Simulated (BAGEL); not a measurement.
# RI-MP2/def2-SVPD (density fitting with qzvpp-jkfit) run of CH5ClSi ((chlorosilyl)methane)

What is the energy change on altering one bond length of CH5ClSi ((chlorosilyl)methane) at RI-MP2/def2-SVPD (density fitting with qzvpp-jkfit)? 

Program for the calculation: BAGEL 1.2.2.

8 further runs of the same task are left out: 6 that didn't finish, 2 set aside as unsound or not needed.

**1. The system as given**

CH5ClSi: 8 atoms, total charge 0, spin state singlet. As SMILES, `C[SiH2]Cl`. The shape is that of a PBE0-D4/def2-TZVP optimisation.

Bond lengths: C1–Si2 1.857 Å, Si2–Cl3 2.062 Å, C1–H4 1.094 Å, C1–H5 1.092 Å, C1–H6 1.092 Å, Si2–H7 1.483 Å, Si2–H8 1.483 Å. Some angles: C1–Si2–Cl3 109.6°, C1–Si2–H7 111.5°, C1–Si2–H8 111.6°, Cl3–Si2–H7 107.2°, Cl3–Si2–H8 107.2°, Si2–C1–H4 110.0°, Si2–C1–H5 110.8°, Si2–C1–H6 110.8°, H7–Si2–H8 109.5°, H4–C1–H5 108.4°.

**2. A single-point energy at RI-MP2/def2-SVPD (density fitting with qzvpp-jkfit)**

The input, calc.json:

```json
{ "bagel" : [

{
  "title" : "molecule",
  "basis" : "def2-svpd.json",
  "df_basis" : "qzvpp-jkfit",
  "angstrom" : true,
  "geometry" : [
    { "atom" : "C", "xyz" : [   -0.612000,    0.785400,   -0.173000 ] },
    { "atom" : "Si", "xyz" : [    0.439700,   -0.728800,    0.049300 ] },
    { "atom" : "Cl", "xyz" : [    1.888000,   -0.363900,    1.471100 ] },
    { "atom" : "H", "xyz" : [   -1.381300,    0.598900,   -0.927600 ] },
    { "atom" : "H", "xyz" : [   -0.006500,    1.632700,   -0.500600 ] },
    { "atom" : "H", "xyz" : [   -1.105800,    1.054800,    0.762800 ] },
    { "atom" : "H", "xyz" : [    1.139100,   -1.095500,   -1.206300 ] },
    { "atom" : "H", "xyz" : [   -0.361200,   -1.883600,    0.524300 ] }
  ]
},
{ "title" : "hf" },
{ "title" : "mp2", "ncore" : 11 }

]}
```

The basis set def2-SVPD is read from a file made from the Basis Set Exchange's data (not shown).

Command:

```console
$ BAGEL_NUM_THREADS=1 BAGEL calc.json > calc.out
```

Standard output:

```text
* using 1 threads per process

  ===============================================================
  ===============================================================

  *** Geometry ***

  { "atom" : "C", "xyz" : [     -1.156512,      1.484191,     -0.326923 ] },
  { "atom" : "Si", "xyz" : [      0.830913,     -1.377232,      0.093163 ] },
  { "atom" : "Cl", "xyz" : [      3.567803,     -0.687671,      2.779976 ] },
  { "atom" : "H", "xyz" : [     -2.610279,      1.131757,     -1.752910 ] },
  { "atom" : "H", "xyz" : [     -0.012283,      3.085356,     -0.945997 ] },
  { "atom" : "H", "xyz" : [     -2.089659,      1.993283,      1.441483 ] },
  { "atom" : "H", "xyz" : [      2.152587,     -2.070195,     -2.279577 ] },
  { "atom" : "H", "xyz" : [     -0.682569,     -3.559488,      0.990783 ] },

  Number of auxiliary basis functions:      421

  Since a DF basis is specified, we compute 2- and 3-index integrals:
    o Being stored without compression. Storage requirement is 0.041 GB

  Number of basis functions:      111
  Number of electrons      :       42

    * METHOD: MOLECULE                             0.20

  *** RHF ***

  === Nuclear Repulsion ===
   147.7059479230

      * DIIS with orbital gradients will be used.

  === RHF iteration (def2-svpd.json) ===
      0       -788.89493745          0.01253728           0.08
      1       -788.99950057          0.00560082           0.07
      2       -789.01571009          0.00116913           0.07
      3       -789.01684333          0.00015191           0.07
      4       -789.01686264          0.00004892           0.07
      5       -789.01686498          0.00001076           0.07
      6       -789.01686508          0.00000279           0.07
      7       -789.01686509          0.00000083           0.07
      8       -789.01686509          0.00000024           0.07
      9       -789.01686509          0.00000008           0.07
     10       -789.01686509          0.00000002           0.07
     11       -789.01686509          0.00000000           0.07
    * SCF iteration converged.

    * Permanent dipole moment:
           (    0.636479,    -0.147007,     0.485024) a.u.

    * METHOD: HF                                   1.07

  *** RHF ***

  === Nuclear Repulsion ===
   147.7059479230

      * DIIS with orbital gradients will be used.

  === RHF iteration (def2-svpd.json) ===
      0       -789.01686509          0.00000000           0.07
    * SCF iteration converged.

    * Permanent dipole moment:
           (    0.636479,    -0.147007,     0.485024) a.u.

  === DF-MP2 calculation ===

    * freezing 11 orbitals
    * 3-index integral transformation done
    * assembly done

      MP2 correlation energy:   -0.4043088101      0.05

      MP2 total energy:       -789.4211739008

    * METHOD: MP2                                  0.20

  ===============================================================
```

Run time: 1.6 s. Hardware: 1 thread of Arm Neoverse V1, shared host; peak memory 0.13 GiB.

**3. The distorted shape, same level**

The input, job.json:

```json
{ "bagel" : [

{
  "title" : "molecule",
  "basis" : "def2-svpd.json",
  "df_basis" : "qzvpp-jkfit",
  "angstrom" : true,
  "geometry" : [
    { "atom" : "C", "xyz" : [      -0.537942,       0.744997,      -0.313346 ] },
    { "atom" : "Si", "xyz" : [       0.513758,      -0.769203,      -0.091046 ] },
    { "atom" : "Cl", "xyz" : [       1.962058,      -0.404303,       1.330754 ] },
    { "atom" : "H", "xyz" : [      -1.307242,       0.558497,      -1.067946 ] },
    { "atom" : "H", "xyz" : [       0.067558,       1.592297,      -0.640946 ] },
    { "atom" : "H", "xyz" : [      -1.105800,       1.054800,       0.762800 ] },
    { "atom" : "H", "xyz" : [       1.213158,      -1.135903,      -1.346646 ] },
    { "atom" : "H", "xyz" : [      -0.287142,      -1.924003,       0.383954 ] }
  ]
},

{
  "title" : "hf"
},

{
  "title" : "mp2",
  "ncore" : 11
}

]}
```

The basis set def2-SVPD is read from a file made from the Basis Set Exchange's data (not shown).

Command:

```console
$ BAGEL_NUM_THREADS=1 BAGEL job.json > job.out
```

Standard output:

```text
* using 1 threads per process

  ===============================================================
  ===============================================================

  *** Geometry ***

  { "atom" : "C", "xyz" : [     -1.016563,      1.407840,     -0.592138 ] },
  { "atom" : "Si", "xyz" : [      0.970862,     -1.453583,     -0.172052 ] },
  { "atom" : "Cl", "xyz" : [      3.707752,     -0.764022,      2.514761 ] },
  { "atom" : "H", "xyz" : [     -2.470329,      1.055406,     -2.018125 ] },
  { "atom" : "H", "xyz" : [      0.127666,      3.009005,     -1.211212 ] },
  { "atom" : "H", "xyz" : [     -2.089659,      1.993283,      1.441483 ] },
  { "atom" : "H", "xyz" : [      2.292536,     -2.146546,     -2.544792 ] },
  { "atom" : "H", "xyz" : [     -0.542620,     -3.635839,      0.725568 ] },

  Number of auxiliary basis functions:      421

  Since a DF basis is specified, we compute 2- and 3-index integrals:
    o Being stored without compression. Storage requirement is 0.041 GB

  Number of basis functions:      111
  Number of electrons      :       42

    * METHOD: MOLECULE                             0.20

  *** RHF ***

  === Nuclear Repulsion ===
   147.0931712988

      * DIIS with orbital gradients will be used.

  === RHF iteration (def2-svpd.json) ===
      0       -788.88759001          0.01185021           0.08
      1       -788.98690805          0.00534892           0.07
      2       -789.00238791          0.00117494           0.07
      3       -789.00355792          0.00016782           0.07
      4       -789.00358169          0.00005645           0.07
      5       -789.00358477          0.00001197           0.07
      6       -789.00358491          0.00000313           0.07
      7       -789.00358492          0.00000092           0.07
      8       -789.00358492          0.00000024           0.07
      9       -789.00358492          0.00000007           0.07
     10       -789.00358492          0.00000002           0.07
     11       -789.00358492          0.00000001           0.07
    * SCF iteration converged.

    * Permanent dipole moment:
           (    0.617016,    -0.135433,     0.515795) a.u.

    * METHOD: HF                                   1.06

  *** RHF ***

  === Nuclear Repulsion ===
   147.0931712988

      * DIIS with orbital gradients will be used.

  === RHF iteration (def2-svpd.json) ===
      0       -789.00358492          0.00000000           0.07
    * SCF iteration converged.

    * Permanent dipole moment:
           (    0.617016,    -0.135433,     0.515795) a.u.

  === DF-MP2 calculation ===

    * freezing 11 orbitals
    * 3-index integral transformation done
    * assembly done

      MP2 correlation energy:   -0.4060127832      0.04

      MP2 total energy:       -789.4095977029

    * METHOD: MP2                                  0.19

  ===============================================================
```

Wall time 1.6 s (1 thread of Arm Neoverse V1, shared host); peak memory 0.13 GiB.

**4. Results**

Level: RI-MP2/def2-SVPD (density fitting with qzvpp-jkfit), 11 core orbitals frozen.

| quantity | value |
| --- | --- |
| first shape: total energy | -789.42117 Eh |
| first shape: correlation energy (11 core orbitals frozen) | -404.3 mEh |
| distorted shape: total energy | -789.40960 Eh |
| distorted shape: correlation energy (11 core orbitals frozen) | -406.0 mEh |
| energy change with the C1–H6 bond stretched from 1.092 to 1.256 Å | 0.315 eV |

**Reading.** With the C1–H6 bond stretched from 1.092 to 1.256 Å the energy rises by 0.32 eV (30.4 kJ/mol). The first shape isn't relaxed at this level, so the change isn't measured from a minimum.
